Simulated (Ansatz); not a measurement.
A CCSD(T) single point on C₄H₆S (`CC1C=CS1`).

```yaml
crystal:
  periodic: [false, false, false]
  atoms:
    - {symbol: C, position_ang: [-1.254992, -0.008953, 0.832451]}
    - {symbol: C, position_ang: [0.106229, 0.435933, 0.361076]}
    - {symbol: C, position_ang: [1.007034, -0.594326, -0.256019]}
    - {symbol: C, position_ang: [1.145905, -0.067962, -1.473918]}
    - {symbol: S, position_ang: [0.127912, 1.352455, -1.257547]}
    - {symbol: H, position_ang: [-1.878960, 0.844332, 1.106645]}
    - {symbol: H, position_ang: [-1.765456, -0.577858, 0.053384]}
    - {symbol: H, position_ang: [-1.150729, -0.646784, 1.715718]}
    - {symbol: H, position_ang: [0.613718, 1.052354, 1.108854]}
    - {symbol: H, position_ang: [1.416794, -1.492521, 0.189220]}
    - {symbol: H, position_ang: [1.697845, -0.353470, -2.359164]}
basis:
  gaussian: {orbitals: def2-TZVPP}
correlation: {method: ccsd_t}
```

```sh
$ ansatz run in.yaml --threads 4 --pin off --events-out ev --progress --plain --max-ram 10444MiB
```

Output of Ansatz, abridged:

```
Functional definition: HF
1466 factors; integrals over basis functions are off by at most 9.1e-4 eV
mean field evaluation 1: about -15030.8917 eV, gradient 3.4e1 eV
mean field evaluation 2: about -15031.2197 eV, gradient 3.4e1 eV
mean field evaluation 4: about -15034.4886 eV, gradient 5.1e0 eV
mean field evaluation 8: about -15034.5798 eV, gradient 3.8e-1 eV
mean field evaluation 16: about -15034.5812 eV, gradient 1.6e-6 eV
mean field -15034.58119622 eV, -552.5106681558 hartree, gradient 1.6e-6 eV, S^2 0.000000; 0 other end points of the search recorded, 0 dependent functions left out
9 core orbitals not correlated: weight in the atoms' cores, before any rotation towards them, 1.000 or more for the frozen orbitals, at most 0.000 for the correlated occupied ones
reference -15034.58119622 eV, -552.5106681558 hartree; 14, 14 occupied and 227, 227 virtual orbitals, 1466 factors
second order -22.71780895 eV of doubles, -0.00000000 eV of singles
cycle   1  -23.09951805 eV  change   -3.8e-1 eV  update   1.1e-1
cycle   2  -23.71094708 eV  change   -6.1e-1 eV  update   3.2e-2
cycle   3  -23.83439464 eV  change   -1.2e-1 eV  update   1.6e-2
cycle   4  -23.82778223 eV  change    6.6e-3 eV  update   4.2e-3
cycle   5  -23.82852213 eV  change   -7.4e-4 eV  update   2.2e-3
cycle   6  -23.82888038 eV  change   -3.6e-4 eV  update   6.9e-4
cycle   7  -23.82857893 eV  change    3.0e-4 eV  update   3.5e-4
cycle   8  -23.82855512 eV  change    2.4e-5 eV  update   1.4e-4
cycle   9  -23.82855523 eV  change   -1.1e-7 eV  update   4.9e-5
cycle  10  -23.82852511 eV  change    3.0e-5 eV  update   1.6e-5
perturbative correction -1.17597625 eV, -0.0432163299 hartree
Total energy: -15059.58569758 eV, -553.4295666321 hartree
```

Run time 3.4 min (4 threads of an Arm Neoverse N1 on a shared host); peak host memory 5.4 GiB.

The correlation energy is -25.005 eV, 4.7 % of it from (T); the T1 diagnostic reads 0.0121.
